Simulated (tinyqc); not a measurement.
Inside a calculation. Method: G0W0 on RHF in the sto-3g basis, for H2O, spin multiplicity 1. One step of it, computed by the program tinyqc.

Problem. G0W0 on Hartree-Fock: LUMO. W(p,q,m) = sqrt2 sum_ia (pq|ia) (X+Y)_ia,m; Sigma_c(x) = sum_(i,m) W^2/(x - e_i + w_m) + sum_(a,m) W^2/(x - e_a - w_m); solve x = e_p + Sigma_c(x) by Newton steps; Z = 1/(1 - dSigma/dx); 1 hartree = 27.211386 eV.

orbital energies (hartree): [-20.224207, -1.261330, -0.638368, -0.429767, -0.383344, 0.596146, 0.787760]

Two-electron integrals over orbitals (pq|rs), unique and non-zero (hartree):
```
(11|11) 4.744124    (21|11) -0.417148   (21|21) 0.058244    (22|11) 1.004232
(22|21) -0.013212   (22|22) 0.724864    (31|31) 0.010718    (32|31) 0.017629
(32|32) 0.146759    (33|11) 0.797250    (33|21) -0.004424   (33|22) 0.643230
(33|33) 0.633547    (41|11) 0.172400    (41|21) -0.021037   (41|22) 0.015356
(41|33) 0.006066    (41|41) 0.027783    (42|11) -0.118021   (42|21) 0.008754
(42|22) 0.005188    (42|33) 0.007074    (42|41) 0.020714    (42|42) 0.125423
(43|31) -0.002998   (43|32) 0.020320    (43|43) 0.044724    (44|11) 1.018719
(44|21) -0.013630   (44|22) 0.684520    (44|33) 0.602227    (44|41) -0.012101
(44|42) -0.105237   (44|44) 0.802415    (51|51) 0.026058    (52|51) 0.032518
(52|52) 0.144738    (53|53) 0.028759    (54|51) -0.012652   (54|52) -0.043996
(54|54) 0.055234    (55|11) 1.115332    (55|21) -0.011719   (55|22) 0.747378
(55|33) 0.628372    (55|41) 0.004775    (55|42) -0.063224   (55|44) 0.738398
(55|55) 0.880159    (61|11) -0.249280   (61|21) 0.037066    (61|22) -0.002253
(61|33) -0.000444   (61|41) -0.000918   (61|42) 0.019428    (61|44) -0.018476
(61|55) -0.006517   (61|61) 0.031327    (62|11) 0.311797    (62|21) -0.007239
(62|22) 0.140625    (62|33) 0.071638    (62|41) 0.018076    (62|42) 0.021625
(62|44) 0.097601    (62|55) 0.160219    (62|61) 0.004753    (62|62) 0.100580
(63|31) 0.002756    (63|32) -0.047178   (63|43) -0.028361   (63|63) 0.077047
(64|11) 0.203385    (64|21) -0.001642   (64|22) 0.092097    (64|33) 0.040408
(64|41) 0.004450    (64|42) -0.017266   (64|44) 0.111922    (64|55) 0.107091
(64|61) 0.001371    (64|62) 0.062703    (64|64) 0.060366    (65|51) 0.016556
(65|52) 0.061658    (65|54) -0.002643   (65|65) 0.039358    (66|11) 0.783350
(66|21) -0.006916   (66|22) 0.604419    (66|33) 0.568235    (66|41) 0.021130
(66|42) 0.061335    (66|44) 0.543096    (66|55) 0.581012    (66|61) 0.007025
(66|62) 0.089128    (66|64) 0.042994    (66|66) 0.588421    (71|31) 0.015565
(71|32) 0.023841    (71|43) -0.004529   (71|63) 0.003528    (71|71) 0.022670
(72|31) 0.013943    (72|32) 0.041256    (72|43) -0.031104   (72|63) 0.035057
(72|71) 0.019117    (72|72) 0.061953    (73|11) 0.366170    (73|21) -0.007518
(73|22) 0.142504    (73|33) 0.092465    (73|41) -0.000776   (73|42) -0.069586
(73|44) 0.167892    (73|55) 0.191167    (73|61) -0.006782   (73|62) 0.079056
(73|64) 0.070281    (73|66) 0.037150    (73|73) 0.149114    (74|31) -0.009121
(74|32) -0.073285   (74|43) 0.005260    (74|63) 0.044098    (74|71) -0.013007
(74|72) -0.017362   (74|74) 0.064464    (75|53) 0.023860    (75|75) 0.024928
(76|31) 0.009782    (76|32) 0.103921    (76|43) 0.045446    (76|63) -0.071445
(76|71) 0.013509    (76|72) -0.007235   (76|74) -0.056016   (76|76) 0.120611
(77|11) 0.886377    (77|21) -0.010011   (77|22) 0.627426    (77|33) 0.613026
(77|41) 0.003793    (77|42) -0.016257   (77|44) 0.617114    (77|55) 0.631658
(77|61) -0.005969   (77|62) 0.070816    (77|64) 0.040897    (77|66) 0.563261
(77|73) 0.101588    (77|77) 0.625580
```

excitation energies w (hartree): [1.055274, 1.100223, 1.219941, 1.269285, 1.438408, 1.653692, 2.106400, 2.174056, 20.882915, 21.057276]

X + Y, order 1>6, 1>7, 2>6, 2>7, 3>6, 3>7, 4>6, 4>7, 5>6, 5>7:
```
[[0.000000, -0.000406, 0.000000, 0.000000, 0.000000, 0.001437, -0.000462, 0.000000, 0.998501, 0.000000],
 [0.000000, 0.000000, 0.000000, 0.001959, 0.001125, 0.000000, 0.000000, -0.003641, 0.000000, 0.998923],
 [0.000000, -0.108923, 0.000000, 0.000000, 0.000000, -0.378201, 0.873689, 0.000000, 0.000082, 0.000000],
 [0.000000, 0.000000, 0.000000, 0.092221, -0.047023, 0.000000, 0.000000, 0.967517, 0.000000, 0.000357],
 [0.000000, 0.000000, 0.000000, -0.618336, 0.718238, 0.000000, 0.000000, 0.057505, 0.000000, 0.000039],
 [0.000000, -0.197600, 0.000000, 0.000000, 0.000000, 0.858663, 0.278944, 0.000000, -0.000089, 0.000000],
 [0.000000, 0.947532, 0.000000, 0.000000, 0.000000, 0.104803, 0.097318, 0.000000, 0.000013, 0.000000],
 [0.000000, 0.000000, 0.000000, 0.759665, 0.579964, 0.000000, 0.000000, -0.023625, 0.000000, -0.000143],
 [0.963424, 0.000000, 0.000000, 0.000000, 0.000000, 0.000000, 0.000000, 0.000000, 0.000000, 0.000000],
 [0.000000, 0.000000, 0.979779, 0.000000, 0.000000, 0.000000, 0.000000, 0.000000, 0.000000, 0.000000]]
```

Give: The 12 largest terms at x = e_p; Newton steps; quasiparticle energy of the LUMO; Hartree-Fock value.

Solution.

The 12 largest terms at x = e_p (hartree; W for the signs of X + Y given):
```
q  m        W     term
7  5  -0.1180  -0.0085
6  7   0.1307  -0.0081
2  7   0.1641   0.0068
3  5   0.1121   0.0047
4  7   0.1135   0.0041
5  1   0.0536   0.0014
4  6   0.0608   0.0014
4  2   0.0516   0.0013
6  2   0.0335  -0.0010
3  8   0.0527   0.0008
2  6   0.0515   0.0008
2  2   0.0464   0.0007
```

Newton steps (hartree):
```
step       x  Sigma_c(x)       Z
0     0.5961      0.0043  0.9829
1     0.6004      0.0042  0.9829
2     0.6004      0.0042  0.9829
```

quasiparticle energy of the LUMO = 16.3374 eV

Hartree-Fock value = 16.2220 eV
